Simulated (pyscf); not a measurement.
Optimised with ωB97X-D3(BJ)/def2-SVP in PySCF.

Q: HO–AlH₂ + F–SnH₃ → H₂Al–O–SnH₃ + hydrogen fluoride (HF)
Surface: singlet. Broken: H–O, F–Sn. Formed: O–Sn, F–H. Give ΔE‡ and ΔE from ωB97M-D3(BJ)/def2-TZVP, relative to the separated reactants.

A: ΔE‡ = 7.2 kcal/mol, ΔE = +7.6 kcal/mol. Zero-point energy shifts the barrier by -0.3 kcal/mol. It is a four-centre exchange, with an imaginary mode of 403i cm⁻¹. On the reactant side the descent ends in a complex (not fully relaxed), 7.6 kcal/mol under the separated species and 12.7 kcal/mol under the saddle at ωB97X-D3(BJ)/def2-TZVP. On the product side the descent ends in a bound adduct, 11.1 kcal/mol under the separated species and 10.2 kcal/mol under the saddle at ωB97X-D3(BJ)/def2-TZVP. At ωB97M-D3(BJ) the saddle lies under the separated products, which points to a path from their complex (located at ωB97X-D3(BJ) alone), and parting the products costs more than the saddle. At ωB97X-D3(BJ)/def2-TZVP the barrier from the zero used here is 5.2 kcal/mol. This is the saddle that the search found; another between the same sides may lie lower. Elements past Kr carry the def2 core potentials, without spin-orbit coupling.
